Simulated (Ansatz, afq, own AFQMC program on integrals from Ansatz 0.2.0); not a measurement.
AlBH2, singlet → AlBH2⁺, doublet

```xyz
4

B     0.0000    0.0000    1.7315
Al    0.0000    0.0000   -0.5881
H     0.0000   -1.3671   -1.4148
H     0.0000    1.3671   -1.4148
```

Connectivity, by distances: B–AlH2.

E(doublet, charge +1) − E(singlet, charge +0) at this geometry, on RHF and UHF determinants.

Basis 6-31G. Only valence electrons are correlated. Integrals, coupled cluster, full CI and functionals: Ansatz 0.2.0; the random walks run on the same integrals in our own AFQMC program. The CISD trial takes its coefficients from CCSD amplitudes. Released means that phaseless walkers are propagated on without the constraint, phases kept. Uncertainties: one standard error, sampling alone. The errors of all members are added in quadrature.

Full CI is exact in this basis; where marked, its frozen core comes from its own orbitals, which moves totals by up to a few meV.

Errors are counted within 6-31G, not against nature.

Cautions: AlBH₂ (singlet): another spin lies lower, restricted determinant unstable towards unrestricted (UHF 482 meV lower, ⟨S²⟩ 0.80), full CI with its own frozen core; AlBH₂⁺ (doublet): full CI with its own frozen core.

Reference (full CI): 676.9 kJ/mol.

```
         level  vertical ionization energy (kJ/mol)  error against FCI (kJ/mol)
            HF                                623.3                       -53.6
           MP2                                661.4                       -15.4
          CCSD                                674.8                        -2.1
       CCSD(T)                                676.3                        -0.6
         CCSDT                                676.4                        -0.5
      CCSDT(Q)                                676.6                        -0.2
        CCSDTQ                                676.8                         0.0
 ph-AFQMC/CISD                          677.4 ± 0.6                   0.6 ± 0.6
released AFQMC                          677.7 ± 0.8                   0.8 ± 0.8
```

Correlation beyond CCSD(T) adds 0.6 kJ/mol. The perturbative (T) step is worth +1.5 kJ/mol.

CCSDT and higher add their correlation energy to the determinant of the CCSD(T) run, since their own runs factorise the integrals more tightly (a shift of under 2 meV). A walk keeps the symmetry of its determinant, which the program's search chose and which needn't be the lowest solution, so a lower state of the same spin and another symmetry isn't excluded. Released energies are given only where the last usable release times agree within the noise; a slower fall can still hide under it.
